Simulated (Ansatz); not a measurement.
The input, for Ansatz 0.2.0:

```yaml
crystal:
  periodic: [false, false, false]
  atoms:
    - {symbol: Co, position_ang: [0.000000, -0.311300, 0.000000]}
    - {symbol: N, position_ang: [0.000000, 0.654898, -1.300137]}
    - {symbol: N, position_ang: [0.000000, 0.654898, 1.300137]}
basis:
  gaussian: {orbitals: def2-SVP}
total_charge: 1
magnetization: {spin_polarized: false, initial_magnetization: 2}
correlation: {method: ccsdt_q, electrons: outside_noble_gas}
```

```sh
$ ansatz run in.yaml --threads 2 --pin off --events-out ev --progress --plain --max-ram 24576MiB --backend cuda --devices 0, --max-vram 18GiB
```

Roughly how long does this take on 2 threads of AMD EPYC 7R13 with a shared H100 80 GB, shared host, and how much host memory?

2 min wall and 1.1 GiB.

```
1141 factors; integrals over basis functions are off by at most 1.2e-7 eV
mean field evaluation 1: about -40483.5531 eV, gradient 1.5e2 eV
mean field evaluation 2: about -40483.7927 eV, gradient 1.5e2 eV
mean field evaluation 4: about -40496.5536 eV, gradient 1.2e2 eV
mean field evaluation 8: about -40519.8730 eV, gradient 8.8e0 eV
mean field evaluation 16: about -40520.6996 eV, gradient 1.2e0 eV
mean field evaluation 32: about -40521.5542 eV, gradient 1.2e1 eV
mean field evaluation 64: about -40522.3681 eV, gradient 5.0e0 eV
mean field evaluation 96: about -40523.7812 eV, gradient 5.7e-4 eV
mean field evaluation 128: about -40520.8669 eV, gradient 5.5e-3 eV
mean field evaluation 160: about -40517.8045 eV, gradient 3.6e1 eV
...
mean field -40524.32717368 eV, -1489.2415552571 hartree, gradient 2.3e-6 eV, S^2 2.000000; 69 other end points of the search recorded, 0 dependent functions left out
...
determinant -40524.32717368 eV, -1489.2415552571 hartree, with singles and doubles -40541.35515229 eV, -1489.8673219292 hartree
determinant -40524.09588096 eV, -1489.2330554065 hartree, with singles and doubles -40541.16619317 eV, -1489.8603778095 hartree
determinant -40524.08503527 eV, -1489.2326568349 hartree, with singles and doubles -40541.02839227 eV, -1489.8553137199 hartree
determinant -40524.08135523 eV, -1489.2325215957 hartree, with singles and doubles -40541.06761225 eV, -1489.8567550275 hartree
determinant -40524.07217128 eV, -1489.2321840920 hartree, with singles and doubles -40540.85945420 eV, -1489.8491053602 hartree
determinant -40524.01022381 eV, -1489.2299075644 hartree, with singles and doubles -40540.84013059 eV, -1489.8483952308 hartree
determinant -40523.98407121 eV, -1489.2289464739 hartree, with singles and doubles -40541.65982451 eV, -1489.8785184267 hartree
determinant -40523.80238992 eV, -1489.2222698097 hartree, with singles and doubles -40542.42714613 eV, -1489.9067169760 hartree
determinant -40523.78121783 eV, -1489.2214917499 hartree, with singles and doubles -40542.44497612 eV, -1489.9073722161 hartree
determinant -40523.76276442 eV, -1489.2208135994 hartree, with singles and doubles -40540.16356622 eV, -1489.8235319486 hartree
determinant -40523.63285663 eV, -1489.2160395763 hartree, with singles and doubles -40540.59445047 eV, -1489.8393666529 hartree
determinant -40523.51882242 eV, -1489.2118488964 hartree, with singles and doubles -40540.68571933 eV, -1489.8427207215 hartree
determinant -40523.41310810 eV, -1489.2079639666 hartree, with singles and doubles -40541.00420352 eV, -1489.8544247998 hartree
determinant -40523.39366480 eV, -1489.2072494388 hartree, with singles and doubles -40539.75843882 eV, -1489.8086437915 hartree
determinant -40523.39017997 eV, -1489.2071213736 hartree, with singles and doubles -40539.36014780 eV, -1489.7940068665 hartree
determinant -40523.37880966 eV, -1489.2067035224 hartree, with singles and doubles -40540.33797596 eV, -1489.8299413884 hartree
determinant -40523.22725165 eV, -1489.2011338681 hartree, with singles and doubles -40540.44956158 eV, -1489.8340420842 hartree
determinant -40523.14664528 eV, -1489.1981716387 hartree, with singles and doubles -40539.19762573 eV, -1489.7880342905 hartree
determinant -40523.11735217 eV, -1489.1970951368 hartree, with singles and doubles -40541.33031830 eV, -1489.8664092968 hartree
determinant -40523.07748117 eV, -1489.1956299045 hartree, with singles and doubles -40540.45303290 eV, -1489.8341696530 hartree
determinant -40522.99200895 eV, -1489.1924888584 hartree, with singles and doubles -40540.22156743 eV, -1489.8256634539 hartree
determinant -40522.98894866 eV, -1489.1923763950 hartree, with singles and doubles -40538.92982463 eV, -1489.7781927816 hartree
determinant -40522.90376975 eV, -1489.1892461275 hartree, with singles and doubles -40539.64110706 eV, -1489.8043319287 hartree
determinant -40522.82684657 eV, -1489.1864192527 hartree, with singles and doubles -40538.59042679 eV, -1489.7657201409 hartree
determinant -40522.67331515 eV, -1489.1807770774 hartree, with singles and doubles -40538.87307905 eV, -1489.7761074201 hartree
determinant -40522.63944786 eV, -1489.1795324771 hartree, with singles and doubles -40538.29967574 eV, -1489.7550352368 hartree
determinant -40522.24941660 eV, -1489.1651990929 hartree, with singles and doubles -40541.53234902 eV, -1489.8738337888 hartree
determinant -40522.21920871 eV, -1489.1640889733 hartree, with singles and doubles -40539.33223112 eV, -1489.7929809472 hartree
determinant -40522.03522382 eV, -1489.1573276536 hartree, with singles and doubles -40539.30265302 eV, -1489.7918939722 hartree
determinant -40521.97253690 eV, -1489.1550239515 hartree, with singles and doubles -40537.22570485 eV, -1489.7155675350 hartree
determinant -40521.89558358 eV, -1489.1521959693 hartree, with singles and doubles -40539.78714792 eV, -1489.8096988313 hartree
determinant -40521.83412499 eV, -1489.1499374077 hartree, with singles and doubles -40536.13764397 eV, -1489.6755820350 hartree
determinant -40521.82077992 eV, -1489.1494469855 hartree, with singles and doubles -40540.10526797 eV, -1489.8213895276 hartree
determinant -40521.72799371 eV, -1489.1460371550 hartree, with singles and doubles -40539.68027758 eV, -1489.8057714188 hartree
determinant -40521.71263919 eV, -1489.1454728868 hartree, with singles and doubles -40537.45058148 eV, -1489.7238315984 hartree
determinant -40521.68846361 eV, -1489.1445844506 hartree, with singles and doubles -40537.50381944 eV, -1489.7257880575 hartree
determinant -40521.61574416 eV, -1489.1419120604 hartree, with singles and doubles -40537.57377702 eV, -1489.7283589511 hartree
determinant -40521.53519059 eV, -1489.1389517711 hartree, with singles and doubles -40536.28937815 eV, -1489.6811581631 hartree
determinant -40521.50769989 eV, -1489.1379415066 hartree, with singles and doubles -40536.66087124 eV, -1489.6948102823 hartree
determinant -40521.32289785 eV, -1489.1311501568 hartree, with singles and doubles -40537.09934552 eV, -1489.7109239151 hartree
determinant -40521.25555090 eV, -1489.1286752019 hartree, with singles and doubles -40537.64264306 eV, -1489.7308897315 hartree
determinant -40521.25229746 eV, -1489.1285556402 hartree, with singles and doubles -40535.64582947 eV, -1489.6575081856 hartree
determinant -40521.19832312 eV, -1489.1265721199 hartree, with singles and doubles -40536.85146757 eV, -1489.7018145684 hartree
determinant -40521.10184071 eV, -1489.1230264568 hartree, with singles and doubles -40536.21586401 eV, -1489.6784565684 hartree
determinant -40521.08832818 eV, -1489.1225298806 hartree, with singles and doubles -40535.98237503 eV, -1489.6698760067 hartree
determinant -40520.98767480 eV, -1489.1188309371 hartree, with singles and doubles -40538.80663913 eV, -1489.7736657979 hartree
determinant -40520.94461648 eV, -1489.1172485730 hartree, with singles and doubles -40540.23902283 eV, -1489.8263049279 hartree
determinant -40520.87023947 eV, -1489.1145152680 hartree, with singles and doubles -40536.66873591 eV, -1489.6950993039 hartree
determinant -40520.86686973 eV, -1489.1143914325 hartree, with singles and doubles -40540.73060567 eV, -1489.8443702643 hartree
determinant -40520.85786422 eV, -1489.1140604862 hartree, with singles and doubles -40539.07869620 eV, -1489.7836637109 hartree
determinant -40523.80238992 eV, -1489.2222698097 hartree, with singles and doubles -40542.88505695 eV, -1489.9235448885 hartree
determinant -40523.78121783 eV, -1489.2214917499 hartree, with singles and doubles -40542.80814235 eV, -1489.9207183290 hartree
...
unrestricted determinant -40530.69984603 eV, -1489.4757466466 hartree, S^2 4.6889
11 core orbitals not correlated: weight in the atoms' cores, before any rotation towards them, 0.999 or more for the frozen orbitals, at most 0.001 for the correlated occupied ones
reference -40523.80238992 eV, -1489.2222698097 hartree; 10, 8 occupied and 38, 40 virtual orbitals, 1141 factors
second order -16.38994173 eV of doubles, -0.16471803 eV of singles
...
cycle  28  -20.55479434 eV  change    5.6e-8 eV  update   3.6e-6
cycle  29  -20.55478971 eV  change    4.6e-6 eV  update   2.8e-6
cycle  30  -20.55478933 eV  change    3.8e-7 eV  update   2.3e-6
cycle  31  -20.55478805 eV  change    1.3e-6 eV  update   1.9e-6
cycle  32  -20.55478792 eV  change    1.3e-7 eV  update   1.6e-6
cycle  33  -20.55478701 eV  change    9.1e-7 eV  update   1.4e-6
cycle  34  -20.55478772 eV  change   -7.1e-7 eV  update   1.3e-6
cycle  35  -20.55478684 eV  change    8.8e-7 eV  update   1.1e-6
cycle  36  -20.55478800 eV  change   -1.2e-6 eV  update   1.0e-6
cycle  37  -20.55478711 eV  change    8.9e-7 eV  update   9.0e-7
perturbative correction -1.45186756 eV, -0.0533551487 hartree
WARN: the results are in doubt because among natural orbitals the method converges to other amplitudes
Total energy: -40545.80904458 eV, -1490.0309994519 hartree
In doubt: among natural orbitals the method converges to other amplitudes
```

The determinant lies 0.52 eV above the lowest one of its kind in the log. The T1 diagnostic is 0.239, too large for the energy to be relied on.
